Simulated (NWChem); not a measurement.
Program: NWChem. System: formaldehyde (CH₂O), charge 0, spin multiplicity 1, at a geometry optimised with PBE0/def2-SVP. Level: PBE/def2-TZVP.

Job file:

```
start mol
memory heap 200 mb stack 800 mb global 1000 mb
geometry units angstroms nocenter noautoz
  C      0.000000     0.000000     0.522802
  O      0.000000     0.000000    -0.673269
  H     -0.944428     0.000000     1.124670
  H      0.944428     0.000000     1.124670
  symmetry group C2v
end
basis spherical
  * library def2-tzvp
end
dft
  xc xpbe96 cpbe96
  semidirect memsize 60000000 filesize 0
  iterations 100
end
task dft energy
```

NWChem printed:

```
             Northwest Computational Chemistry Package (NWChem) 7.3.0
             --------------------------------------------------------

                                NWChem Input Module
                                -------------------

 Scaling coordinates for geometry "geometry" by  1.889725989
 (inverse scale =  0.529177249)

 Turning off AUTOSYM since
 SYMMETRY directive was detected!

                             Geometry "geometry" -> ""
                             -------------------------

 Output coordinates in angstroms (scale by  1.889725989 to convert to a.u.)

  No.       Tag          Charge          X              Y              Z
 ---- ---------------- ---------- -------------- -------------- --------------
    1 C                    6.0000     0.00000000     0.00000000     0.52280200
    2 O                    8.0000     0.00000000     0.00000000    -0.67326900
    3 H                    1.0000    -0.94442800     0.00000000     1.12467000
    4 H                    1.0000     0.94442800     0.00000000     1.12467000

 Effective nuclear repulsion energy (a.u.)      31.3560320609

            Nuclear Dipole moment (a.u.)
            ----------------------------
        X                 Y               Z
 ---------------- ---------------- ----------------
     0.0000000000     0.0000000000     0.0000000000

      Symmetry information
      --------------------

 Group name             C2v
 Group number             16
 Group order               4
 No. of unique centers     3

      Symmetry unique atoms

     1    2    3


 Summary of "ao basis" -> "" (spherical)
 ------------------------------------------------------------------------------
       Tag                 Description            Shells   Functions and Types
 ---------------- ------------------------------  ------  ---------------------
 *                         def2-tzvp                  on all atoms

  pbe96 is a nonlocal functional; adding pw91lda local functional.

                                 NWChem DFT Module
                                 -----------------

 Summary of "ao basis" -> "ao basis" (spherical)
 ------------------------------------------------------------------------------
       Tag                 Description            Shells   Functions and Types
 ---------------- ------------------------------  ------  ---------------------
 C                         def2-tzvp                11       31   5s3p2d1f
 O                         def2-tzvp                11       31   5s3p2d1f
 H                         def2-tzvp                 4        6   3s1p

 Summary of "ao basis" -> "ao basis" (spherical)
 ------------------------------------------------------------------------------
       Tag                 Description            Shells   Functions and Types
 ---------------- ------------------------------  ------  ---------------------
 C                         def2-tzvp                11       31   5s3p2d1f
 O                         def2-tzvp                11       31   5s3p2d1f
 H                         def2-tzvp                 4        6   3s1p

      Symmetry analysis of basis
      --------------------------

        a1         33
        a2          7
        b1         19
        b2         15

            General Information
            -------------------
          SCF calculation type: DFT
          Wavefunction type:  closed shell.
          No. of atoms     :     4
          No. of electrons :    16
           Alpha electrons :     8
[...]
 d= 0,ls=0.0,diis     1   -114.3204811210 -1.46D+02  2.66D-02  9.11D-01     0.7
 d= 0,ls=0.0,diis     2   -113.6585933468  6.62D-01  2.11D-02  7.25D+00     0.8
 d= 0,ls=0.0,diis     3   -114.4167519375 -7.58D-01  2.19D-03  2.77D-02     0.9
 d= 0,ls=0.0,diis     4   -114.4176899882 -9.38D-04  1.23D-03  1.35D-02     0.9
 d= 0,ls=0.0,diis     5   -114.4191678751 -1.48D-03  2.10D-04  3.11D-04     1.0
  Resetting Diis
 d= 0,ls=0.0,diis     6   -114.4192085241 -4.06D-05  7.46D-06  1.08D-06     1.1
 d= 0,ls=0.0,diis     7   -114.4192086264 -1.02D-07  4.83D-06  3.75D-08     1.2

         Total DFT energy =     -114.419208626401
      One electron energy =     -217.622341756869
           Coulomb energy =       86.417020991312
    Exchange-Corr. energy =      -14.569919921718
 Nuclear repulsion energy =       31.356032060874

 Numeric. integr. density =       15.999999954620

     Total iterative time =      0.9s

                  Occupations of the irreducible representations
                  ----------------------------------------------

                     irrep           alpha         beta
                     --------     --------     --------
                     a1                5.0          5.0
                     a2                0.0          0.0
                     b1                2.0          2.0
                     b2                1.0          1.0

                       DFT Final Molecular Orbital Analysis
                       ------------------------------------

 Vector    6  Occ=2.000000D+00  E=-4.039933D-01  Symmetry=a1
              MO Center= -1.5D-14,  7.6D-29, -5.2D-01, r^2= 1.1D+00
   Bfn.  Coefficient  Atom+Function         Bfn.  Coefficient  Atom+Function
  ----- ------------  ---------------      ----- ------------  ---------------
    39      0.393069  2 O  pz                42      0.282638  2 O  pz
     8     -0.268914  1 C  pz                35     -0.221721  2 O  s
    36     -0.193984  2 O  s                 11     -0.160586  1 C  pz
    45      0.159855  2 O  pz                34     -0.134549  2 O  s
    33      0.091615  2 O  s                 64     -0.074933  3 H  s

 Vector    7  Occ=2.000000D+00  E=-3.727914D-01  Symmetry=b2
              MO Center=  4.4D-16,  2.6D-16, -2.4D-01, r^2= 9.6D-01
   Bfn.  Coefficient  Atom+Function         Bfn.  Coefficient  Atom+Function
  ----- ------------  ---------------      ----- ------------  ---------------
    38      0.378781  2 O  py                41      0.309409  2 O  py
     7      0.270217  1 C  py                10      0.222237  1 C  py
    44      0.163560  2 O  py                13      0.099301  1 C  py
    52      0.026367  2 O  d -1

 Vector    8  Occ=2.000000D+00  E=-2.279686D-01  Symmetry=b1
              MO Center=  1.9D-15, -6.0D-17, -1.1D-01, r^2= 1.6D+00
   Bfn.  Coefficient  Atom+Function         Bfn.  Coefficient  Atom+Function
  ----- ------------  ---------------      ----- ------------  ---------------
    37      0.427400  2 O  px                40      0.350052  2 O  px
    43      0.258325  2 O  px                65      0.238227  3 H  s
    71     -0.238227  4 H  s                 64      0.185719  3 H  s
    70     -0.185719  4 H  s                 63      0.106134  3 H  s
    69     -0.106134  4 H  s                  6     -0.097693  1 C  px

 Vector    9  Occ=0.000000D+00  E=-9.262430D-02  Symmetry=b2
              MO Center=  4.0D-17, -3.3D-16,  2.4D-01, r^2= 1.6D+00
   Bfn.  Coefficient  Atom+Function         Bfn.  Coefficient  Atom+Function
  ----- ------------  ---------------      ----- ------------  ---------------
    13      0.436565  1 C  py                10      0.372435  1 C  py
     7      0.363314  1 C  py                44     -0.362038  2 O  py
    38     -0.334441  2 O  py                41     -0.262182  2 O  py
    21      0.050109  1 C  d -1

 Vector   10  Occ=0.000000D+00  E= 3.302023D-02  Symmetry=a1
              MO Center= -7.4D-17,  1.6D-16,  1.3D+00, r^2= 4.1D+00
   Bfn.  Coefficient  Atom+Function         Bfn.  Coefficient  Atom+Function
  ----- ------------  ---------------      ----- ------------  ---------------
     5      1.942581  1 C  s                 65     -1.698416  3 H  s
    71     -1.698416  4 H  s                 14      0.610090  1 C  pz
     4      0.478350  1 C  s                  3      0.192257  1 C  s
     8      0.165030  1 C  pz                 2     -0.111635  1 C  s
    11      0.078396  1 C  pz                42     -0.077511  2 O  pz

 Vector   11  Occ=0.000000D+00  E= 8.944576D-02  Symmetry=a1
              MO Center= -1.6D-14,  2.8D-15,  1.5D-01, r^2= 4.5D+00
   Bfn.  Coefficient  Atom+Function         Bfn.  Coefficient  Atom+Function
  ----- ------------  ---------------      ----- ------------  ---------------
    36      2.519269  2 O  s                  5     -1.807221  1 C  s
    14      1.738149  1 C  pz                45      0.708245  2 O  pz
     4     -0.634577  1 C  s                 11      0.475395  1 C  pz
    42      0.192349  2 O  pz                34      0.185267  2 O  s
    22     -0.131738  1 C  d  0              33     -0.086811  2 O  s

 center of mass
 --------------
 x =   0.00000000 y =   0.00000000 z =  -0.14031391

 moments of inertia (a.u.)
 ------------------
          46.117869619769           0.000000000000           0.000000000000
           0.000000000000          52.538098386157           0.000000000000
           0.000000000000           0.000000000000           6.420228766388

     Multipole analysis of the density
     ---------------------------------

     L   x y z        total         alpha         beta         nuclear
     -   - - -        -----         -----         ----         -------
     0   0 0 0     -0.000000     -8.000000     -8.000000     16.000000

     1   1 0 0      0.000000      0.000000      0.000000      0.000000
     1   0 1 0     -0.000000     -0.000000     -0.000000      0.000000
     1   0 0 1      0.831378      0.415689      0.415689      0.000000

     2   2 0 0     -8.772672     -7.571526     -7.571526      6.370381
     2   1 1 0     -0.000000     -0.000000     -0.000000      0.000000
     2   1 0 1     -0.000000     -0.000000     -0.000000      0.000000
     2   0 2 0     -8.697464     -4.348732     -4.348732      0.000000
     2   0 1 1      0.000000      0.000000      0.000000      0.000000
     2   0 0 2     -9.179974    -18.510042    -18.510042     27.840110

 Task  times  cpu:        1.2s     wall:        1.2s

 Total times  cpu:        1.2s     wall:        1.2s
```
